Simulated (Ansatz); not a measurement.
# Direct gap at Γ of zinc-blende InAs: levels of theory against measurement

Reference value: 0.42 eV (measured, 0 K, recommended value of a review; gaps at 0 K; as tabulated in Vurgaftman et al. (2001), doi:10.1063/1.1368156).

| level (code) | value (eV) | difference (eV) |
|---|---|---|
| r²SCAN+SOC (Ansatz) | 0.11 | -0.31 |
| HSE06+SOC (Ansatz) | 0.38 | -0.04 |
| PBE0+SOC (Ansatz) | 0.93 | +0.51 |

Of the ranked levels HSE06+SOC (-0.04 eV) comes nearest. Once the reference is moved by up to 0.15 eV (a margin picked here for doubts on the reference and the settings, and for temperature and zero-point motion) and values within 0.03 eV count as equal, the farthest can be PBE0+SOC (+0.51 eV) or r²SCAN+SOC (-0.31 eV).

Density-functional gaps are differences of (generalised) Kohn–Sham levels of a static lattice; semilocal ones lie below quasiparticle gaps as a rule. Measured gaps hold zero-point and thermal shifts unless a correction is named.  Values are at the measured cell. Cutoffs and k meshes differ between the levels. Ansatz's density-functional and Hartree–Fock values are scalar-relativistic unless marked +SOC, with PAW data made under PBE.

Differences are worked out from the printed values.

Ansatz is a first-principles code.
